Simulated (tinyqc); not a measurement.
RHF in the sto-3g basis, for HF, spin multiplicity 1, step by step. One step of it, computed by the program tinyqc.

Question. Iteration 3: building the Fock matrix. J_ij = sum D_kl (ij|kl), K_ij = sum D_kl (ik|jl); F = H + J - 0.5 K; E = tr D H + tr D J / 2 - 0.25 tr D K + E_nn.

D after iteration 2, order 1F 1s, 1F 2s, 1F 2px, 1F 2py, 1F 2pz, 2H 1s:
$$\begin{pmatrix}
2.116408 & -0.483016 & 0.000000 & 0.000000 & 0.076281 & -0.020649 \\
-0.483016 & 2.076698 & 0.000000 & 0.000000 & -0.434671 & -0.071467 \\
0.000000 & 0.000000 & 1.985485 & 0.000000 & 0.000000 & 0.000000 \\
0.000000 & 0.000000 & 0.000000 & 1.985485 & 0.000000 & 0.000000 \\
0.076281 & -0.434671 & 0.000000 & 0.000000 & 1.147936 & 0.687068 \\
-0.020649 & -0.071467 & 0.000000 & 0.000000 & 0.687068 & 0.493323
\end{pmatrix}$$

core Hamiltonian H = T + V (hartree), order 1F 1s, 1F 2s, 1F 2px, 1F 2py, 1F 2pz, 2H 1s:
$$\begin{pmatrix}
-40.621595 & -9.531649 & 0.000000 & 0.000000 & -0.016093 & -2.143663 \\
-9.531649 & -11.093980 & 0.000000 & 0.000000 & -0.190641 & -4.317406 \\
0.000000 & 0.000000 & -8.748867 & 0.000000 & 0.000000 & 0.000000 \\
0.000000 & 0.000000 & 0.000000 & -8.748867 & 0.000000 & 0.000000 \\
-0.016093 & -0.190641 & 0.000000 & 0.000000 & -8.875547 & -2.751002 \\
-2.143663 & -4.317406 & 0.000000 & 0.000000 & -2.751002 & -5.578834
\end{pmatrix}$$

Two-electron integrals (ij|kl) in chemists' order, unique and non-zero (hartree):
```
(11|11) 5.403501   (21|11) 0.841920   (21|21) 0.156299   (22|11) 1.268028
(22|21) 0.292344   (22|22) 0.926167   (31|31) 0.027998   (32|31) 0.043169
(32|32) 0.204588   (33|11) 1.264502   (33|21) 0.292403   (33|22) 0.925959
(33|33) 0.997514   (41|41) 0.027998   (42|41) 0.043169   (42|42) 0.204588
(43|43) 0.053770   (44|11) 1.264502   (44|21) 0.292403   (44|22) 0.925959
(44|33) 0.889973   (44|44) 0.997514   (51|51) 0.027998   (52|51) 0.043169
(52|52) 0.204588   (53|53) 0.053770   (54|54) 0.053770   (55|11) 1.264502
(55|21) 0.292403   (55|22) 0.925959   (55|33) 0.889973   (55|44) 0.889973
(55|55) 0.997514   (61|11) 0.191267   (61|21) 0.035172   (61|22) 0.065250
(61|33) 0.065155   (61|44) 0.065155   (61|51) 0.001422   (61|52) 0.002651
(61|55) 0.065447   (61|61) 0.007995   (62|11) 0.447171   (62|21) 0.104321
(62|22) 0.364484   (62|33) 0.359428   (62|44) 0.359428   (62|51) 0.007020
(62|52) 0.053053   (62|55) 0.374257   (62|61) 0.023752   (62|62) 0.171176
(63|31) 0.011363   (63|32) 0.065646   (63|53) 0.011371   (63|63) 0.026417
(64|41) 0.011363   (64|42) 0.065646   (64|54) 0.011371   (64|64) 0.026417
(65|11) 0.287641   (65|21) 0.068020   (65|22) 0.254600   (65|33) 0.243430
(65|44) 0.243430   (65|51) 0.015414   (65|52) 0.101318   (65|55) 0.276658
(65|61) 0.016191   (65|62) 0.146513   (65|65) 0.151032   (66|11) 0.567204
(66|21) 0.134494   (66|22) 0.538642   (66|33) 0.519622   (66|44) 0.519622
(66|51) 0.012351   (66|52) 0.127925   (66|55) 0.576048   (66|61) 0.030873
(66|62) 0.311524   (66|65) 0.309728   (66|66) 0.774606
```

nuclear repulsion = 5.36932908 hartree

Give: Coulomb J; exchange K; Fock matrix F; total energy of this density.

Answer.

Coulomb J (hartree), order 1F 1s, 1F 2s, 1F 2px, 1F 2py, 1F 2pz, 2H 1s:
$$\begin{pmatrix}
20.3321 & 3.8782 & 0.0000 & 0.0000 & -0.0070 & 0.8718 \\
3.8782 & 9.6253 & 0.0000 & 0.0000 & 0.0234 & 3.7440 \\
0.0000 & 0.0000 & 9.6227 & 0.0000 & 0.0000 & 0.0000 \\
0.0000 & 0.0000 & 0.0000 & 9.6227 & 0.0000 & 0.0000 \\
-0.0070 & 0.0234 & 0.0000 & 0.0000 & 9.6040 & 2.6090 \\
0.8718 & 3.7440 & 0.0000 & 0.0000 & 2.6090 & 5.5664
\end{pmatrix}$$

exchange K (hartree), order 1F 1s, 1F 2s, 1F 2px, 1F 2py, 1F 2pz, 2H 1s:
$$\begin{pmatrix}
11.0836 & 1.9182 & 0.0000 & 0.0000 & 0.0053 & 0.4524 \\
1.9182 & 3.1200 & 0.0000 & 0.0000 & -0.0903 & 1.2863 \\
0.0000 & 0.0000 & 2.6103 & 0.0000 & 0.0000 & 0.0000 \\
0.0000 & 0.0000 & 0.0000 & 2.6103 & 0.0000 & 0.0000 \\
0.0053 & -0.0903 & 0.0000 & 0.0000 & 2.2406 & 0.9028 \\
0.4524 & 1.2863 & 0.0000 & 0.0000 & 0.9028 & 1.2648
\end{pmatrix}$$

Fock matrix F (hartree), order 1F 1s, 1F 2s, 1F 2px, 1F 2py, 1F 2pz, 2H 1s:
$$\begin{pmatrix}
-25.8312 & -6.6126 & 0.0000 & 0.0000 & -0.0258 & -1.4980 \\
-6.6126 & -3.0287 & 0.0000 & 0.0000 & -0.1221 & -1.2166 \\
0.0000 & 0.0000 & -0.4313 & 0.0000 & 0.0000 & 0.0000 \\
0.0000 & 0.0000 & 0.0000 & -0.4313 & 0.0000 & 0.0000 \\
-0.0258 & -0.1221 & 0.0000 & 0.0000 & -0.3919 & -0.5934 \\
-1.4980 & -1.2166 & 0.0000 & 0.0000 & -0.5934 & -0.6448
\end{pmatrix}$$

total energy of this density = -98.593535 hartree

This density is a damped mixture and is not idempotent, and it still holds part of the atomic start, so its energy may lie below the converged one.
